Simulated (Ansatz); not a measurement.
# Al₂ (triplet): PBE, r2SCAN, PBE0, B3LYP, BHLYP, wB97M-V over vertical spin and charge gaps, cc-pVDZ, part 3 of 3

Ansatz 0.2.0, Gaussian basis; cc-pVDZ, all electrons in the functionals. The steps go on from the part before.

### 24 wB97M-V, charge 0, triplet

The input, in.yaml:

```yaml
crystal:
  periodic: [false, false, false]
  atoms:
    - {symbol: Al, position_ang: [0.000000, 0.000000, 0.000000]}
    - {symbol: Al, position_ang: [0.000000, 0.000000, 2.478843]}
basis:
  gaussian: {orbitals: cc-pVDZ}
magnetization: {spin_polarized: true, initial_magnetization: 2}
hamiltonian: {xc: {name: wB97M-V}}
output: {orbitals: {seedname: orbitals}}
```

On the command line:

```
$ ansatz run in.yaml --threads 1 --pin off --events-out ev --progress --plain --max-ram 2393MiB
```

What it wrote (excerpt; [...] marks lines left out):

```text
Functional definition: wB97M-V
  name "wB97M-V"
  cite "Mardirossian & Head-Gordon, J. Chem. Phys. 144, 214110 (2016) doi:10.1063/1.4952647"
  cite "Becke, J. Chem. Phys. 107, 8554 (1997) doi:10.1063/1.475007"
  cite "Vydrov & Van Voorhis, J. Chem. Phys. 133, 244103 (2010) doi:10.1063/1.3521275"
  # Of w^i u^j: cxij and so on, Table III.
[...]
  gx(w, u) = 1 - cx + cx01*u + cx10*w
[...]
364 factors; integrals over basis functions are off by at most 8.1e-4 eV
131 factors; integrals over basis functions are off by at most 1.0e-5 eV
[...]
mean field -13190.39353845 eV, -484.7380217682 hartree, gradient 2.5e-6 eV, S^2 2.001900; 1 other end points of the search recorded, 0 dependent functions left out
reference -13190.39356713 eV, -484.7380228223 hartree; 14, 12 occupied and 22, 24 virtual orbitals, 364 factors
Total energy: -13190.39356713 eV, -484.7380228223 hartree
```

Wall time 6 s (1 thread of Arm Neoverse V2, shared host).

From the report: ⟨S²⟩ of the determinant 2.002 (pure triplet: 2.00).

### 25 wB97M-V, charge 0, singlet

The input, in.yaml:

```yaml
crystal:
  periodic: [false, false, false]
  atoms:
    - {symbol: Al, position_ang: [0.000000, 0.000000, 0.000000]}
    - {symbol: Al, position_ang: [0.000000, 0.000000, 2.478843]}
basis:
  gaussian: {orbitals: cc-pVDZ}
magnetization: {spin_polarized: true, initial_magnetization: 0}
hamiltonian: {xc: {name: wB97M-V}}
output: {forces: true, orbitals: {seedname: orbitals}}
```

Same command.

What it wrote:

```text
Functional definition: wB97M-V
  name "wB97M-V"
  cite "Mardirossian & Head-Gordon, J. Chem. Phys. 144, 214110 (2016) doi:10.1063/1.4952647"
  cite "Becke, J. Chem. Phys. 107, 8554 (1997) doi:10.1063/1.475007"
  cite "Vydrov & Van Voorhis, J. Chem. Phys. 133, 244103 (2010) doi:10.1063/1.3521275"
  # Of w^i u^j: cxij and so on, Table III.
  parameter omega = 0.3/bohr
  parameter cx = 0.15
  parameter cx01 = 1.007
  parameter cx10 = 0.259
  parameter css00 = 0.443
  parameter css04 = -1.437
  parameter css10 = -4.535
  parameter css20 = -3.390
  parameter css43 = 4.278
  parameter cos00 = 1.000
  parameter cos10 = 1.358
  parameter cos20 = 2.924
  parameter cos21 = -8.812
  parameter cos60 = -1.390
  parameter cos61 = 9.142
  parameter b = 6.0
  parameter c = 0.01
  gx(w, u) = 1 - cx + cx01*u + cx10*w
  gss(w, u) = css00 + css04*u^4 + css10*w + css20*w^2 + css43*w^4*u^3
  gos(w, u) = cos00 + cos10*w + (cos20 + cos21*u)*w^2 + (cos60 + cos61*u)*w^6
  exchange = spin_sum(e_x_unif_sr(omega)*gx(b97_w, b97_u_x)) + cx*exact_x_sr(omega) + exact_x_lr(omega)
  correlation = spin_sum(e_c_pw_mod_same_spin*gss(b97_w, b97_u_same))
      + integral(e_c_pw_mod_opposite_spin*gos(b97_w_opposite, b97_u_opposite)) + vv10(b, c)
364 factors; integrals over basis functions are off by at most 8.1e-4 eV
131 factors; integrals over basis functions are off by at most 1.0e-5 eV
mean field evaluation 1: about -13189.7455 eV, gradient 2.3e0 eV
mean field evaluation 2: about -13189.8253 eV, gradient 4.8e-1 eV
mean field evaluation 4: about -13189.8398 eV, gradient 1.4e-1 eV
mean field evaluation 8: about -13189.8403 eV, gradient 9.6e-4 eV
mean field evaluation 16: about -13189.8859 eV, gradient 3.4e-1 eV
mean field evaluation 32: about -13190.1010 eV, gradient 8.6e-2 eV
mean field evaluation 64: about -13190.0682 eV, gradient 4.4e-1 eV
mean field evaluation 96: about -13190.1294 eV, gradient 2.2e-2 eV
mean field evaluation 128: about -13189.8403 eV, gradient 6.9e-7 eV
mean field -13190.13816887 eV, -484.7286371092 hartree, gradient 2.8e-7 eV, S^2 1.009101; 10 other end points of the search recorded, 0 dependent functions left out
the calculation of the forces begins
reference -13190.13819822 eV, -484.7286381879 hartree; 13, 13 occupied and 23, 23 virtual orbitals, 364 factors
Total energy: -13190.13819822 eV, -484.7286381879 hartree
Atom 0 at     0.000000     0.000000     0.000000 Å, force    -0.000000    -0.000000    -1.299491 eV/Å
Atom 1 at     0.000000     0.000000     2.478843 Å, force     0.000000     0.000000     1.299491 eV/Å
Dipole moment:     0.107569     0.110751     0.000000 e Å
```

Wall time 32 s (1 thread of Arm Neoverse V2, shared host).

From the report: ⟨S²⟩ of the determinant 1.009 (pure singlet: 0.00). The determinant is far from a pure spin state, so its energy mixes those of several spin states (harmless only where they are near-degenerate, as at dissociation).

From charge 0, triplet: +0.255 eV.

### 26 wB97M-V, charge 0, quintet

The input, in.yaml:

```yaml
crystal:
  periodic: [false, false, false]
  atoms:
    - {symbol: Al, position_ang: [0.000000, 0.000000, 0.000000]}
    - {symbol: Al, position_ang: [0.000000, 0.000000, 2.478843]}
basis:
  gaussian: {orbitals: cc-pVDZ}
magnetization: {spin_polarized: true, initial_magnetization: 4}
hamiltonian: {xc: {name: wB97M-V}}
output: {orbitals: {seedname: orbitals}}
```

Launched as before.

What it wrote (excerpt; [...] marks lines left out):

```text
Functional definition: wB97M-V
  name "wB97M-V"
  cite "Mardirossian & Head-Gordon, J. Chem. Phys. 144, 214110 (2016) doi:10.1063/1.4952647"
  cite "Becke, J. Chem. Phys. 107, 8554 (1997) doi:10.1063/1.475007"
  cite "Vydrov & Van Voorhis, J. Chem. Phys. 133, 244103 (2010) doi:10.1063/1.3521275"
  # Of w^i u^j: cxij and so on, Table III.
[...]
  gx(w, u) = 1 - cx + cx01*u + cx10*w
[...]
364 factors; integrals over basis functions are off by at most 8.1e-4 eV
131 factors; integrals over basis functions are off by at most 1.0e-5 eV
[...]
mean field -13188.40894386 eV, -484.6650892624 hartree, gradient 1.9e-5 eV, S^2 6.000124; 2 other end points of the search recorded, 0 dependent functions left out
reference -13188.40897131 eV, -484.6650902708 hartree; 15, 11 occupied and 21, 25 virtual orbitals, 364 factors
Total energy: -13188.40897131 eV, -484.6650902708 hartree
```

It took 3.8 s on 1 thread of Arm Neoverse V2, shared host.

From the report: ⟨S²⟩ of the determinant 6.000 (pure quintet: 6.00).

From charge 0, triplet: +1.985 eV.

### 27 wB97M-V, charge 1, doublet

The input, in.yaml:

```yaml
crystal:
  periodic: [false, false, false]
  atoms:
    - {symbol: Al, position_ang: [0.000000, 0.000000, 0.000000]}
    - {symbol: Al, position_ang: [0.000000, 0.000000, 2.478843]}
basis:
  gaussian: {orbitals: cc-pVDZ}
total_charge: 1
magnetization: {spin_polarized: true, initial_magnetization: 1}
hamiltonian: {xc: {name: wB97M-V}}
output: {forces: true, orbitals: {seedname: orbitals}}
```

Launched as before.

What it wrote:

```text
Functional definition: wB97M-V
  name "wB97M-V"
  cite "Mardirossian & Head-Gordon, J. Chem. Phys. 144, 214110 (2016) doi:10.1063/1.4952647"
  cite "Becke, J. Chem. Phys. 107, 8554 (1997) doi:10.1063/1.475007"
  cite "Vydrov & Van Voorhis, J. Chem. Phys. 133, 244103 (2010) doi:10.1063/1.3521275"
  # Of w^i u^j: cxij and so on, Table III.
  parameter omega = 0.3/bohr
  parameter cx = 0.15
  parameter cx01 = 1.007
  parameter cx10 = 0.259
  parameter css00 = 0.443
  parameter css04 = -1.437
  parameter css10 = -4.535
  parameter css20 = -3.390
  parameter css43 = 4.278
  parameter cos00 = 1.000
  parameter cos10 = 1.358
  parameter cos20 = 2.924
  parameter cos21 = -8.812
  parameter cos60 = -1.390
  parameter cos61 = 9.142
  parameter b = 6.0
  parameter c = 0.01
  gx(w, u) = 1 - cx + cx01*u + cx10*w
  gss(w, u) = css00 + css04*u^4 + css10*w + css20*w^2 + css43*w^4*u^3
  gos(w, u) = cos00 + cos10*w + (cos20 + cos21*u)*w^2 + (cos60 + cos61*u)*w^6
  exchange = spin_sum(e_x_unif_sr(omega)*gx(b97_w, b97_u_x)) + cx*exact_x_sr(omega) + exact_x_lr(omega)
  correlation = spin_sum(e_c_pw_mod_same_spin*gss(b97_w, b97_u_same))
      + integral(e_c_pw_mod_opposite_spin*gos(b97_w_opposite, b97_u_opposite)) + vv10(b, c)
364 factors; integrals over basis functions are off by at most 8.1e-4 eV
131 factors; integrals over basis functions are off by at most 1.0e-5 eV
mean field evaluation 1: about -13183.9421 eV, gradient 2.7e0 eV
mean field evaluation 2: about -13184.0206 eV, gradient 5.1e-1 eV
mean field evaluation 4: about -13184.0353 eV, gradient 1.7e-1 eV
mean field evaluation 8: about -13184.0362 eV, gradient 1.6e-3 eV
mean field evaluation 16: about -13184.0344 eV, gradient 2.3e-1 eV
mean field evaluation 32: about -13184.0362 eV, gradient 1.3e-6 eV
mean field -13184.03618818 eV, -484.5043934550 hartree, gradient 1.5e-9 eV, S^2 0.750815; 3 other end points of the search recorded, 0 dependent functions left out
the calculation of the forces begins
reference -13184.03622122 eV, -484.5043946691 hartree; 13, 12 occupied and 23, 24 virtual orbitals, 364 factors
Total energy: -13184.03622122 eV, -484.5043946691 hartree
Atom 0 at     0.000000     0.000000     0.000000 Å, force    -0.000000    -0.000000    -1.730714 eV/Å
Atom 1 at     0.000000     0.000000     2.478843 Å, force     0.000000    -0.000000     1.730714 eV/Å
Dipole moment:    -0.015417    -0.000000     0.000000 e Å
```

Run time: 37 s. Hardware: 1 thread of Arm Neoverse V2, shared host.

From the report: ⟨S²⟩ of the determinant 0.751 (pure doublet: 0.75).

From charge 0, triplet: +6.357 eV.

### 28 wB97M-V, charge 1, quartet

Edit in.yaml of step 27 so:

```diff
@@ -8,4 +8,4 @@
 total_charge: 1
-magnetization: {spin_polarized: true, initial_magnetization: 1}
+magnetization: {spin_polarized: true, initial_magnetization: 3}
 hamiltonian: {xc: {name: wB97M-V}}
-output: {forces: true, orbitals: {seedname: orbitals}}
+output: {orbitals: {seedname: orbitals}}
```

The command is unchanged.

What it wrote (excerpt; [...] marks lines left out):

```text
Functional definition: wB97M-V
  name "wB97M-V"
  cite "Mardirossian & Head-Gordon, J. Chem. Phys. 144, 214110 (2016) doi:10.1063/1.4952647"
  cite "Becke, J. Chem. Phys. 107, 8554 (1997) doi:10.1063/1.475007"
  cite "Vydrov & Van Voorhis, J. Chem. Phys. 133, 244103 (2010) doi:10.1063/1.3521275"
  # Of w^i u^j: cxij and so on, Table III.
[...]
  gx(w, u) = 1 - cx + cx01*u + cx10*w
[...]
364 factors; integrals over basis functions are off by at most 8.1e-4 eV
131 factors; integrals over basis functions are off by at most 1.0e-5 eV
[...]
mean field -13181.78580780 eV, -484.4216935014 hartree, gradient 2.1e-6 eV, S^2 3.750579; 4 other end points of the search recorded, 0 dependent functions left out
reference -13181.78583917 eV, -484.4216946543 hartree; 14, 11 occupied and 22, 25 virtual orbitals, 364 factors
Total energy: -13181.78583917 eV, -484.4216946543 hartree
```

Wall time 12 s (1 thread of Arm Neoverse V2, shared host).

From the report: ⟨S²⟩ of the determinant 3.751 (pure quartet: 3.75).

From charge 0, triplet: +8.608 eV.

### 29 The comparison

The yardstick is full CI for this spin, exact in this basis with these frozen cores. It and the other wave-function rows come from earlier runs at the same points. Energies in eV, counted from charge 0, triplet; blanks weren't run or aren't comparable.

```
           level  triplet to singlet  triplet to quintet  ionisation to the doublet cation  ionisation to the quartet cation
             FCI               0.473               1.537                             6.536                             8.444
             PBE                                   1.664                             6.704                             8.646
          r2SCAN                                   1.346                             6.828                             8.392
            PBE0                                   1.536                             6.687                             8.470
           B3LYP                                   1.860                             6.533                             8.606
           BHLYP                                                                                                            
         wB97M-V                                   1.985                             6.357                             8.608
            RMP2               0.726               1.291                             6.468                             8.094
            UMP2                                   1.260                             6.437                             8.050
           RCCSD               0.580               1.471                             6.432                             8.277
        RCCSD(T)               0.562               1.522                             6.512                             8.406
        UCCSD(T)                                   1.520                             6.510                             8.403
       RCCSDT(Q)               0.506               1.536                             6.534                             8.441
       UCCSDT(Q)                                   1.536                             6.534                             8.441
  CASSCF valence               0.574               1.265                             5.992                             7.637
  NEVPT2 valence               0.494               1.522                             6.533                             8.284
MRCISD+Q valence               0.461               1.551                             6.671                             8.472
```

Largest miss and mean time a point (FCI took 16 s a point; shared hosts):

```
           level  largest miss (eV)                             where  time a point
             PBE             +0.202  ionisation to the quartet cation         2.5 s
          r2SCAN             +0.292  ionisation to the doublet cation         7.3 s
            PBE0             +0.151  ionisation to the doublet cation         4.6 s
           B3LYP             +0.323                triplet to quintet         5.2 s
         wB97M-V             +0.448                triplet to quintet          18 s
            RMP2             -0.350  ionisation to the quartet cation              
            UMP2             -0.394  ionisation to the quartet cation              
           RCCSD             -0.167  ionisation to the quartet cation              
        RCCSD(T)             +0.089                triplet to singlet         1.8 s
        UCCSD(T)             -0.041  ionisation to the quartet cation         3.4 s
       RCCSDT(Q)             +0.032                triplet to singlet           4 s
       UCCSDT(Q)             -0.003  ionisation to the quartet cation         6.8 s
  CASSCF valence             -0.807  ionisation to the quartet cation              
  NEVPT2 valence             -0.160  ionisation to the quartet cation         1.2 s
MRCISD+Q valence             +0.134  ionisation to the doublet cation         1.9 s
```

### 30 Results

The summary covers parts 1 to 3.

| quantity | value |
| --- | --- |
| triplet to singlet, FCI | 0.473 eV |
| triplet to quintet, FCI | 1.537 eV |
| ionisation to the doublet cation, FCI | 6.536 eV |
| ionisation to the quartet cation, FCI | 8.444 eV |
| largest miss, PBE | +0.202 eV (ionisation to the quartet cation) |
| largest miss, r2SCAN | +0.292 eV (ionisation to the doublet cation) |
| largest miss, PBE0 | +0.151 eV (ionisation to the doublet cation) |
| largest miss, B3LYP | +0.323 eV (triplet to quintet) |
| largest miss, wB97M-V | +0.448 eV (triplet to quintet) |
| largest miss, RCCSD(T) | +0.089 eV (triplet to singlet) |
| largest miss, UCCSD(T) | -0.041 eV (ionisation to the quartet cation) |

What this shows: Misses are known at 3 of 4 points at best, and only functionals with that many are ranked. Of the functionals, PBE0 keep the smallest largest miss at the points compared (at most 0.151 eV) and wB97M-V strays most (0.448 eV, at triplet to quintet). PBE, r2SCAN, PBE0, B3LYP, wB97M-V clearly break the spin symmetry at some points (⟨S²⟩ up to 1.02 above the pure value), so energy there is bought with a mixed spin. Functionals and the yardstick converge differently with the basis, so part of each miss in cc-pVDZ is the basis.
